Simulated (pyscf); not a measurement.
One substitution at O on the doublet surface with elements of a group swapped. CCSD(T)/def2-TZVPP + ΔMP2(QZVPP), kJ/mol, from the separated reactants. PySCF, gas phase, ωB97X-D3(BJ)/def2-SVP geometries. Correlated levels are frozen-core, on RHF or UHF. ΔMP2 is the change of the MP2 total energy from the triple- to the quadruple-zeta basis.

```tsv
step	barrier	reaction energy	imaginary mode (i cm⁻¹)
`[SeH]` [doublet] + `[OH2]` → `[OH][SeH]` + `[H]` [doublet]	(withheld)	(withheld)	1247
`[SH]` [doublet] + `[OH2]` -> `[OH][SH]` + `[H]` [doublet]	265.3	+219.9	1429
```

Complete the blanks.


- `[SeH]` [doublet] + `[OH2]` → `[OH][SeH]` + `[H]` [doublet], barrier: 270.2
- `[SeH]` [doublet] + `[OH2]` → `[OH][SeH]` + `[H]` [doublet], reaction energy: +239.7

Each row is the saddle that its search found. The CCSD(T) − MP2 part came from Ansatz, without density fitting, on the same reference. The frozen core leaves the outer d or s,p core shells of the metals and heavy elements correlated in the MP2 and CC values, and def2-TZVPP describes them poorly, which can shift differences by a few kcal/mol. Left out: the spin-orbit lowering of SH, SeH, which is large for Br, Se, Te and I. Elements up to Kr have no core potential and no relativistic terms here.
